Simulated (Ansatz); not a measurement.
## How the lattice parameter a of Ga (model structure, started from the hcp type, P6₃/mmc, No. 194, 2 atoms in the cell) moves with the method

No measured value is used here.

```
level (code)         value (Å)
-------------------  ---------
PBE (Ansatz)             2.993
PBEsol (Ansatz)          2.924
PBE-D3(BJ) (Ansatz)          ?
r²SCAN (Ansatz)          2.896
```

Q: Some entries are withheld; supply them.

A: 
- PBE-D3(BJ) (Ansatz, an electronic-structure program), value (Å): 2.937

Ansatz's density-functional and Hartree–Fock values are scalar-relativistic unless marked +SOC, with PAW data made under PBE.

A model structure was made by putting elements into a prototype or built by hand; it is no filed structure, need not be a known phase, and can be a saddle point held by its symmetry.
